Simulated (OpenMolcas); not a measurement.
# Exact exchange and the vertical ionisation energy of CH5NSi

The species is CH5NSi (8 atoms), meant as a singlet with charge 0. As SMILES, `C[Si]N`. The coordinates come from a PBE0-D4/def2-TZVP relaxation. This is one conformer, not always the lowest.

The vertical ionisation energy (to the doublet cation) y, in eV, basis def2-SVPD; a is the functional's share of exact exchange. Programs: OpenMolcas 26.06.

| functional | program | a | y (eV) |
| --- | --- | --- | --- |
| BLYP | OpenMolcas | 0 | 8.09 |
| revPBE | OpenMolcas | 0 | 8.08 |
| B3LYP | OpenMolcas | 0.2 | ? |
| PBE0 | OpenMolcas | 0.25 | 8.20 |
| BHLYP | OpenMolcas | 0.5 | 8.21 |

Task: Fit y = c + s·a to the known rows and predict B3LYP.

Result: 
1. Means of the 4 rows: a = 0.1875, y = 8.145.
2. Σ(Δa)² = 0.17188, Σ(Δa·Δy) = 0.04625, so the slope is 0.04625/0.17188 = 0.26908.
3. Intercept: 8.145 − (0.26908) × 0.1875 = 8.095. The largest residual of the fit is 0.038.
4. B3LYP: 8.095 + (0.26908) × 0.2 = 8.15 eV.

The run gave 8.30 eV, so the prediction is off by -0.15 eV, more than the largest residual. The rows mix families of semi-local functionals, which the line can't see.
